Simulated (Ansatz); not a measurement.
**Ta₂O₅: computed properties**

The calculation used DFT PBEsol, scalar-relativistic, plane waves, PAW in Ansatz 0.2.0.

Plane waves to 420 eV, a k mesh through Γ of 6×6×4 on the computed 14-atom cell and Gaussian smearing (0.02 eV); no spin polarisation.

The structure is relaxed at this level of theory with its symmetry kept.

```cif
data_structure
_symmetry_space_group_name_H-M 'P 1'
_symmetry_Int_Tables_number 1
_cell_length_a 6.8552
_cell_length_b 6.8552
_cell_length_c 5.5259
_cell_angle_alpha 102.797
_cell_angle_beta 102.797
_cell_angle_gamma 41.598
_cell_volume 167.50
loop_
_atom_site_label
_atom_site_type_symbol
_atom_site_fract_x
_atom_site_fract_y
_atom_site_fract_z
_atom_site_occupancy
Ta1 Ta 0.89513 0.38601 0.26743 1
Ta2 Ta 0.61399 0.10487 0.23257 1
Ta3 Ta 0.10487 0.61399 0.73257 1
Ta4 Ta 0.38601 0.89513 0.76743 1
O1 O 0.89698 0.10302 0.25000 1
O2 O 0.10302 0.89698 0.75000 1
O3 O 0.33642 0.44213 0.02256 1
O4 O 0.55787 0.66358 0.47744 1
O5 O 0.66358 0.55787 0.97744 1
O6 O 0.44213 0.33642 0.52256 1
O7 O 0.86564 0.72401 0.37195 1
O8 O 0.27599 0.13436 0.12805 1
O9 O 0.13436 0.27599 0.62805 1
O10 O 0.72401 0.86564 0.87195 1
```

* Space group: C2/c (No. 15)
* Volume per atom: 11.96 Å³
* Formation energy from the elements' standard states (uncorrected): -2.888 eV/atom
* Kohn–Sham band gap: 3.16 eV, indirect from Γ to (0.141, -0.292, 0.083)
* Löwdin character of the top 1 eV of the valence band: O 2p 94 %
* Löwdin character of the lowest 1 eV of the conduction band: Ta 5d 84 %, O 2p 14 %
* Electron masses at the edge by Cartesian direction of the standard setting (m_e; degenerate bands sorted by energy; no spin-orbit coupling): x: 1.8; y: 1.7; z: 1.9
* Hole masses at the edge by Cartesian direction of the standard setting (m_e; degenerate bands sorted by energy; no spin-orbit coupling): x: 11; y: 2.1; z: 5.6
* Bulk modulus: 123 GPa
* Its pressure derivative: 2.4

Spin-orbit coupling is left out, which matters for the bands of heavy elements.